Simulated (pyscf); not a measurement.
One insertion on the singlet surface with elements of a group swapped. CCSD(T)/def2-TZVPP + ΔMP2(QZVPP), eV, from the separated reactants. PySCF, gas phase, ωB97X-D3(BJ)/def2-SVP geometries. MP2 and CC: frozen core, UHF for open shells. ΔMP2 is the change of the MP2 total energy from the triple- to the quadruple-zeta basis.

```csv
step,barrier,reaction energy,imaginary mode (i cm⁻¹)
`[F][Sn][F]` [singlet] + `[ClH]` → `[F][SnH]([F])[Cl]`,1.73,-0.28,1259
`[Cl][Sn][Cl]` [singlet] + `[FH]` → `[F][SnH]([Cl])[Cl]`,…,…,1348
```

**Question.** Fill in the missing entries.

**Answer.** 
- `[Cl][Sn][Cl]` [singlet] + `[FH]` → `[F][SnH]([Cl])[Cl]`, barrier: 1.90
- `[Cl][Sn][Cl]` [singlet] + `[FH]` → `[F][SnH]([Cl])[Cl]`, reaction energy: -0.09

Row 1: On the reactant side the descent ends in a complex (not fully relaxed), 0.25 eV under the separated species and 1.90 eV under the saddle at ωB97X-D3(BJ)/def2-TZVP. Row 2: On the reactant side the descent ends in a complex (not fully relaxed), 0.22 eV under the separated species and 2.06 eV under the saddle at ωB97X-D3(BJ)/def2-TZVP. Each row is the saddle that its search found. The CCSD(T) − MP2 part came from Ansatz, without density fitting, on the same reference. The frozen core leaves the outer d or s,p core shells of the metals and heavy elements correlated in the MP2 and CC values, and def2-TZVPP describes them poorly, which can shift differences by a few kcal/mol. Elements past Kr carry the def2 core potentials, without spin-orbit coupling.
